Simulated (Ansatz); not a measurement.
**CH4BLi (SMILES [Li][BH]C): one structure at several levels**

A test off equilibrium: a frame of a short trajectory is computed at several levels, and each is set against CCSD(T).

Program: Ansatz 0.2.0, Gaussian basis. Level of theory: single points in def2-TZVPP. These are calculated values, not measurements.

Cores are frozen in the correlated methods. The outer core shell of Li, Na, Mg and K is correlated.

1 further run of the same task is left out (it didn't finish).

### 1 Starting geometry

SMILES `[Li][BH]C`, 7 atoms, charge 0, spin multiplicity 1.

Atoms are counted from 1 here; the program's logs count them from 0.

Bond lengths: Li1–B2 2.142 Å, B2–C3 1.603 Å, B2–H4 1.198 Å, C3–H5 1.156 Å, C3–H6 1.164 Å, C3–H7 1.112 Å. Angles: Li1–B2–C3 82.9°, Li1–B2–H4 148.6°, C3–B2–H4 115.3°, B2–C3–H5 122.9°, B2–C3–H6 85.2°, B2–C3–H7 130.6°, H5–C3–H6 95.4°, H5–C3–H7 103.5°, H6–C3–H7 108.0°.

Geometry (Å):

```
Li   -2.01664   -0.05541   -0.86676
B    -0.40610   -0.96101    0.21592
C     0.31595    0.44015   -0.07631
H     0.32975   -1.89498    0.36357
H    -0.20305    1.46065    0.08561
H     0.71693    0.34821    1.01219
H     1.17421    0.68840   -0.73905
```

### 2 PBE-D4/def2-TZVPP

Input file run/in.yaml:

```yaml
crystal:
  periodic: [false, false, false]
  atoms:
    - {symbol: Li, position_ang: [-2.016638, -0.055412, -0.866757]}
    - {symbol: B, position_ang: [-0.406102, -0.961007, 0.215924]}
    - {symbol: C, position_ang: [0.315947, 0.440148, -0.076309]}
    - {symbol: H, position_ang: [0.329753, -1.894983, 0.363572]}
    - {symbol: H, position_ang: [-0.203052, 1.460651, 0.085613]}
    - {symbol: H, position_ang: [0.716926, 0.348210, 1.012191]}
    - {symbol: H, position_ang: [1.174214, 0.688398, -0.739048]}
basis:
  gaussian: {orbitals: def2-TZVPP}
hamiltonian: {xc: pbe, dispersion: d4}
output: {forces: true}
```

The run is started by

```console
> ansatz run in.yaml --threads 2 --pin off --events-out ev --progress --plain --max-ram 3481MiB
```

### 3 r2SCAN-D4/def2-TZVPP

Changes to run/in.yaml since step 2:

```diff
@@ -12,3 +12,3 @@
   gaussian: {orbitals: def2-TZVPP}
-hamiltonian: {xc: pbe, dispersion: d4}
+hamiltonian: {xc: r2scan, dispersion: d4}
 output: {forces: true}
```

### 4 PBE0-D4/def2-TZVPP

Changes to run/in.yaml since step 3:

```diff
@@ -12,3 +12,3 @@
   gaussian: {orbitals: def2-TZVPP}
-hamiltonian: {xc: r2scan, dispersion: d4}
-output: {forces: true}
+hamiltonian: {xc: pbe0, dispersion: d4}
+output: {forces: true, orbitals: {seedname: orbitals}}
```

### 5 wB97M-V/def2-TZVPP

Changes to run/in.yaml since step 4:

```diff
@@ -12,3 +12,3 @@
   gaussian: {orbitals: def2-TZVPP}
-hamiltonian: {xc: pbe0, dispersion: d4}
-output: {forces: true, orbitals: {seedname: orbitals}}
+hamiltonian: {xc: {name: wB97M-V}}
+output: {forces: true}
```

### 6 CCSD(T)/def2-TZVPP

Changes to run/in.yaml since step 5:

```diff
@@ -12,3 +12,3 @@
   gaussian: {orbitals: def2-TZVPP}
-hamiltonian: {xc: {name: wB97M-V}}
+correlation: {method: ccsd_t}
 output: {forces: true}
```

(Steps that only read results are left out.)

**Question.** What will these runs give? Wanted: energy less free atoms, CCSD(T)/def2-TZVPP; RMS force component; RMS force error; HOMO and LUMO, PBE0-D4; T1 diagnostic.

The runs gave:

```
                                  quantity                                                             value
energy less free atoms, CCSD(T)/def2-TZVPP                                                        -21.164 eV
                       RMS force component                              0.656 to 0.770 eV/Å over the methods
                           RMS force error  PBE-D4 0.206, r2SCAN-D4 0.129, PBE0-D4 0.128, wB97M-V 0.086 eV/Å
                    HOMO and LUMO, PBE0-D4                                                -4.01 and -1.19 eV
                             T1 diagnostic                                                             0.011
```

**Reading.** Against CCSD(T) the functionals' energies less atoms differ by -0.875 to -0.578 eV, PBE-D4 by -0.875 eV. The reference is not at the basis limit: in triple zeta CCSD(T) underbinds, which counts against methods that bind more; the gaps are no ranking. For forces wB97M-V does best and PBE-D4 worst. Frozen-core CCSD(T) forces in triple zeta carry basis errors of their own, and this is one geometry, so small gaps rank nothing. The restricted Hartree–Fock reference is unstable towards an unrestricted one at one or more of these structures.
